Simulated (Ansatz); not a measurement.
# CH4Si+ (quartet): from Hartree-Fock to the top rungs, cc-pVTZ

The task here is to estimate one member of a computed series from the others.

Computed with Ansatz 0.2.0, Gaussian basis. Level: cc-pVTZ, core rule «outside noble gas», up to 6 orbitals frozen.

The runs, in order: UHF; CCSD(T) on ROHF; CCSD(T) on UHF; BCCD(T) on ROHF; CCSDT(Q) on ROHF; CCSDT(Q) on UHF; CASSCF and NEVPT2, 11 electrons in 12 orbitals.

6 further runs of the same task are left out: 6 set aside as unsound or not needed.

### The system

The geometry is a PBE0/def2-TZVP stationary point (not a proven minimum) of the parent state, kept for this charge and spin.

6 atoms, charge 1, spin multiplicity 4.

Atoms are counted from 1 here; the program's logs count them from 0.

Bond lengths: Si1–C2 1.885 Å, Si1–H3 1.491 Å, C2–H4 1.091 Å, C2–H5 1.093 Å, C2–H6 1.093 Å. Angles: C2–Si1–H3 119.0°, Si1–C2–H4 109.8°, Si1–C2–H5 110.6°, Si1–C2–H6 110.6°, H4–C2–H5 108.2°, H4–C2–H6 108.2°, H5–C2–H6 109.3°.

The first run:

Contents of in.yaml:

```yaml
crystal:
  periodic: [false, false, false]
  atoms:
    - {symbol: Si, position_ang: [0.000000, -0.086402, 0.646481]}
    - {symbol: C, position_ang: [0.000000, 0.079187, -1.230736]}
    - {symbol: H, position_ang: [0.000000, 1.148798, 1.480897]}
    - {symbol: H, position_ang: [0.000000, -0.911108, -1.689492]}
    - {symbol: H, position_ang: [0.890815, 0.613122, -1.569773]}
    - {symbol: H, position_ang: [-0.890815, 0.613122, -1.569773]}
basis:
  gaussian: {orbitals: cc-pVTZ}
total_charge: 1
magnetization: {spin_polarized: true, initial_magnetization: 3}
hamiltonian: {xc: hf}
output: {orbitals: {seedname: orbitals}}
```

Started as:

```
$ ansatz run in.yaml --threads 1 --pin off --events-out ev --progress --plain --max-ram 4096MiB --backend cpu
```

Steps of the session up to this table: UHF; CCSD(T) on ROHF; CCSD(T) on UHF; BCCD(T) on ROHF; CCSDT(Q) on ROHF; CCSDT(Q) on UHF; CASSCF and NEVPT2, 11 electrons in 12 orbitals.

One table of the session follows, with a row left open; its other results are not shown here.

It belongs to the step «Misses and costs». 

| method | from UCCSDT(Q) (kJ/mol) |
| --- | --- |
| ROHF | +744.9 |
| UHF | +728.9 |
| RMP2 | +130.4 |
| UMP2 | +127.4 |
| RCCSD | +31.7 |
| UCCSD | +30.8 |
| RCCSD(T) | ? |
| UCCSD(T) | +4.8 |
| BCCD(T) | +4.6 |
| RCCSDT | +1.4 |
| UCCSDT | +1.1 |
| RCCSDT(Q) | +0.4 |
| UCCSDT(Q) | 0 |
| CASSCF valence | +485.6 |
| NEVPT2 valence | +115.7 |

Q: Estimate the row for RCCSD(T) from the others.

**Answer.** from UCCSDT(Q) (kJ/mol): +5.1. In the column «from UCCSDT(Q) (kJ/mol)» it lies between UCCSD(T) (+4.8) and UCCSD (+30.8).

Limits of these values: Restricted and unrestricted rows rest on different reference determinants; where their highest levels disagree by more than a few hundredths of an eV, they describe different states and don't form one ladder.
